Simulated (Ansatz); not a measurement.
fcc Ir, treated with RPBE (Ansatz, a program for electronic structure, plane waves, PAW).

Settings: plane-wave cutoff 520 eV, 24×24×24 k mesh, Fermi–Dirac smearing 0.05 eV, no spin polarisation, scalar-relativistic PAW data made under PBE.

Pressure at four volumes; x = ln(V/14.674 Å³). One pressure is withheld.

```
V (Å³/atom)        x  P (GPa)
-----------  -------  -------
13.794       -0.0618        ?
14.087       -0.0408    15.00
14.674        0.0000    -0.01
15.555        0.0583   -16.60
```

**Question.** Pass a parabola P(x) through the three rows shown, estimate the bulk modulus and its pressure derivative near zero pressure, and predict the withheld pressure.

**Answer.** Slopes between the rows: (-0.01 − (15.00))/(0.0000 − (-0.0408)) = -367.89 and (-16.60 − (-0.01))/(0.0583 − (0.0000)) = -284.56 GPa. Their difference over the span 0.0991 is c = 83.33/0.0991 = 840.9 GPa, so P(x) = 15.00 + (-367.89)(x − (-0.0408)) + 840.9 (x − (-0.0408))(x − (0.0000)). At the middle row B = −dP/dx = −[-367.89 + 840.9 × 0.0408] = 333.6 GPa, and B′ = dB/dP = 2c/B = 5.0. At x = -0.0618 the parabola gives 23.82 GPa; the run gives 23.99 GPa. The Birch–Murnaghan fit to the energies at all volumes has B0 = 331 GPa and B′ = 5.1.

Measured, for comparison: bulk modulus 365 GPa (corrected for temperature and zero-point phonon effects; as tabulated in Levämäki et al. (2014), arXiv:1402.3671). Computed (rounded) less measured: bulk modulus -9 %.

Spin–orbit coupling is not included.
